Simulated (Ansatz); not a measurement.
We consider rutile TiO2, described by RPBE (plane waves, PAW; Ansatz, a program for electronic structure).

Run with plane-wave cutoff 520 eV, 8×8×12 k mesh (along the axes of the cell as run), Fermi–Dirac smearing 0.01 eV, no spin polarisation, scalar-relativistic PAW data made under PBE.

Cell (relaxed at this level):

```cif
data_O4Ti2
_chemical_formula_sum 'Ti2 O4'
_space_group_name_H-M_alt 'P 1'
_space_group_IT_number 1
_cell_length_a 4.68764
_cell_length_b 4.68764
_cell_length_c 2.97987
_cell_angle_alpha 90.000
_cell_angle_beta 90.000
_cell_angle_gamma 90.000
loop_
_space_group_symop_operation_xyz
  'x, y, z'
loop_
_atom_site_label
_atom_site_type_symbol
_atom_site_fract_x
_atom_site_fract_y
_atom_site_fract_z
_atom_site_occupancy
Ti1 Ti 0.00000 0.00000 0.00000 1
Ti2 Ti 0.50000 0.50000 0.50000 1
O1 O 0.30594 0.30594 0.00000 1
O2 O 0.80594 0.19406 0.50000 1
O3 O 0.19406 0.80594 0.50000 1
O4 O 0.69406 0.69406 0.00000 1
```

Question: What does this level give for the bulk modulus B0, band gap and pressure derivative B′ of the bulk modulus?

Answer: 
bulk modulus B0: 182 GPa
band gap: 1.87 eV (direct)
pressure derivative B′ of the bulk modulus: 6.1

Measured, for comparison: bulk modulus 212 ± 1 GPa (room temperature, no zero-point or thermal correction, adiabatic, from measured elastic constants, our sources range from 210 to 239; as tabulated in Elasticity of TiO2 rutile to 1800 K). Computed (rounded) less measured: bulk modulus not scored (sources differ).

Note: the bulk modulus comes from volumes at which shape and atoms were relaxed.

The computed numbers hold no vibrational or temperature effects.

Computing time: about 7 core-minutes (a rough figure).
